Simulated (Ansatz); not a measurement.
# CH7NSi: how energies converge with the basis set

One table from this session's results is given with a row withheld; the runs are named, their logs left out.

Computed with Ansatz 0.2.0, Gaussian basis. Level: one geometry, several basis sets.

The runs, in order: PBE0-D4/def2-SVP; ωB97M-V/def2-SVP; PBE0-D4/def2-QZVPP; ωB97M-V/def2-QZVPP; the functionals' def2-TZVPP values are taken from earlier runs.

### The geometry

All runs share one geometry, relaxed beforehand with PBE0-D4 in a triple-zeta def2 set.

SMILES `NC[SiH3]`, 10 atoms, charge 0, spin multiplicity 1.

Atoms are counted from 1 here; the program's logs count them from 0.

Bond lengths: N1–C2 1.458 Å, N1–H4 1.012 Å, N1–H5 1.012 Å, C2–Si3 1.883 Å, C2–H6 1.095 Å, C2–H7 1.102 Å, Si3–H8 1.490 Å, Si3–H9 1.485 Å, Si3–H10 1.489 Å. Angles: C2–N1–H4 110.9°, C2–N1–H5 111.3°, H4–N1–H5 107.1°, N1–C2–Si3 110.1°, N1–C2–H6 108.8°, N1–C2–H7 115.0°, Si3–C2–H6 107.0°, Si3–C2–H7 109.4°, H6–C2–H7 106.2°, C2–Si3–H8 109.4°, C2–Si3–H9 111.0°, C2–Si3–H10 110.0°, H8–Si3–H9 108.6°, H8–Si3–H10 108.5°, H9–Si3–H10 109.3°.

Set-up of the first run:

in.yaml reads:

```yaml
crystal:
  periodic: [false, false, false]
  atoms:
    - {symbol: N, position_ang: [-1.304451, 0.523252, -0.537141]}
    - {symbol: C, position_ang: [0.143619, 0.583329, -0.376313]}
    - {symbol: Si, position_ang: [0.717243, -0.746708, 0.827504]}
    - {symbol: H, position_ang: [-1.586760, -0.361350, -0.939366]}
    - {symbol: H, position_ang: [-1.636303, 1.251546, -1.156883]}
    - {symbol: H, position_ang: [0.409640, 1.550304, 0.064318]}
    - {symbol: H, position_ang: [0.719706, 0.502924, -1.312094]}
    - {symbol: H, position_ang: [0.237295, -2.077478, 0.358747]}
    - {symbol: H, position_ang: [0.178303, -0.501442, 2.189645]}
    - {symbol: H, position_ang: [2.204708, -0.775377, 0.884482]}
basis:
  gaussian: {orbitals: def2-SVP}
hamiltonian: {xc: pbe0, dispersion: d4}
output: {orbitals: {seedname: orbitals}}
```

The run is started by

```
$ ansatz run in.yaml --threads 2 --pin off --events-out ev --progress --plain --max-ram 4352MiB
```

Among the steps run: PBE0-D4 in def2-SVP; ωB97M-V in def2-SVP; PBE0-D4 in def2-QZVPP; ωB97M-V in def2-QZVPP.

One of the session's tables, all rows but one given; the rest of the session is left out.

It belongs to the step «Functionals by basis». 

| functional | basis | HOMO (eV) | LUMO (eV) |
| --- | --- | --- | --- |
| PBE0-D4 | def2-SVP | -6.69 | 1.21 |
| PBE0-D4 | def2-TZVPP | ? | ? |
| PBE0-D4 | def2-QZVPP | -7.01 | 0.33 |
| ωB97M-V | def2-SVP | -9.08 | 2.97 |
| ωB97M-V | def2-TZVPP | -9.36 | 2.10 |
| ωB97M-V | def2-QZVPP | -9.41 | 1.59 |

Estimate the missing values for PBE0-D4, def2-TZVPP.

**Answer.** HOMO (eV): -6.96; LUMO (eV): 0.62. In the column «HOMO (eV)» it lies between PBE0-D4, def2-QZVPP (-7.01) and PBE0-D4, def2-SVP (-6.69).
